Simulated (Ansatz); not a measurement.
Predict the output of the script below (Ansatz 0.2.0, Python API).

Script `relaxed_scan.py`:
```python
# -*- coding: utf-8 -*-
"""Relaxed scan of one distance in BClH2."""

from dataclasses import dataclass

import ansatz
import numpy as np


@dataclass
class RunConfig:
    basis: str = "def2-SVP"
    xc: str = "PBE"


settings = RunConfig()

GEOMETRY = """
B    -0.10400   -0.00780   -0.05950
Cl    1.44170   -0.39170    0.74140
H    -1.17140   -0.53980    0.21120
H    -0.11080    0.87900   -0.91340
"""

geometry = ansatz.Crystal.molecule()
for line in GEOMETRY.strip().splitlines():
    symbol, *xyz = line.split()
    geometry = geometry.atom(symbol, [float(v) for v in xyz])

model = geometry.calculation().basis(gaussian=settings.basis).functional(settings.xc)
symbols = [site.symbol for site in geometry.cartesian_sites]
pairs = [(0, 1), (0, 2), (0, 3)]
print("held (A)   E (eV)        ", "  ".join(f"{symbols[i]}{i}-{symbols[j]}{j}" for i, j in pairs))
for length in [1.13, 1.22, 1.32, 1.47, 1.65]:
    r = model.relax(constraints=[ansatz.DistanceConstraint((0, 2), at=length)], force_tolerance=0.02, max_steps=60).run(threads=1, backend="cpu").report
    xyz = np.array(r["positions_ang"])
    print(f"{length:6.2f} {r['free_energy_ev']:14.5f}  ", "  ".join(f"{np.linalg.norm(xyz[i] - xyz[j]):.3f}" for i, j in pairs))
```

```console
$ python relaxed_scan.py
held (A)   E (eV)         B0-Cl1  B0-H2  B0-H3
DeckWarning: relax.constraints: the input's atoms, or those drawn, lie off the distances that are held; a relaxation that starts there is brought onto them ahead of its first SCF, by positions alone, an atom by 4.65e-2 Å at the most. With the symmetry [...]
  1.13   -13220.81672   1.748  1.130  1.211
  1.22   -13220.90348   1.747  1.220  1.212
  1.32   -13220.79144   1.742  1.320  1.212
  1.47   -13220.39296   1.737  1.470  1.210
  1.65   -13219.76028   1.729  1.650  1.211
```
(Warnings from the package without file and line, shortened, repeats left out.)

Caveats:
- Total energies depend on the basis set; only differences at equal settings carry meaning.
- The energies are electronic: no zero-point or thermal terms, and the basis set is short of its limit.
- Wall time of the script: 20 s on 1 thread of Arm Neoverse V1, on a shared host, peak memory 0.17 GiB.
